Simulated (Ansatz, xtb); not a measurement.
# Loss of HCl: C2H4Cl2 → C2H3Cl + HCl

Species: C2H4Cl2 (1,1-dichloroethane) `CC(Cl)Cl`, singlet; C2H3Cl `C=CCl`, singlet; HCl (hydrogen chloride), singlet. 

Shapes, held fixed at every level: PBE0-D4/def2-TZVP. Programs: Ansatz 0.2.0, xtb 6.7.1. The zero-point and thermal change to 298 K, harmonic and unscaled (PBE0-D4/def2-TZVP), is -15.5 kJ/mol.

Question: Estimate ΔH(298 K) of this reaction.

Answer: The highest level, CCSD(T)/CBS estimate, gives ΔH(298 K) = +65.9 kJ/mol; the levels span +47.6 to +100.3. The column of differences is taken from that level and isn't an error. No measured value is set beside it here. The CBS estimate extrapolates MP2 from def2-TZVPP and def2-QZVPP and adds CCSD(T) − MP2 in the triple-zeta set, cores frozen.

| level | kind | ΔH(298 K) (kJ/mol) | less CCSD(T)/CBS estimate |
| --- | --- | --- | --- |
| GFN1-xTB | semi-empirical | +98.4 | +32.5 |
| HF/def2-SVP | Hartree–Fock | +47.6 | -18.3 |
| SPW92/def2-TZVPP | LDA | +100.3 | +34.4 |
| PBE-D4/def2-TZVPP | GGA | +71.3 | +5.4 |
| MP2/def2-SVP | perturbation theory | +72.9 | +7.0 |
| MP2/def2-TZVPP | perturbation theory | +72.3 | +6.4 |
| CCSD/def2-SVP | coupled cluster or CI | +61.2 | -4.7 |
| CCSD(T)/def2-TZVPP | coupled cluster or CI | +60.8 | -5.1 |
| CCSD(T)/CBS estimate | coupled cluster or CI | +65.9 | 0.0 |
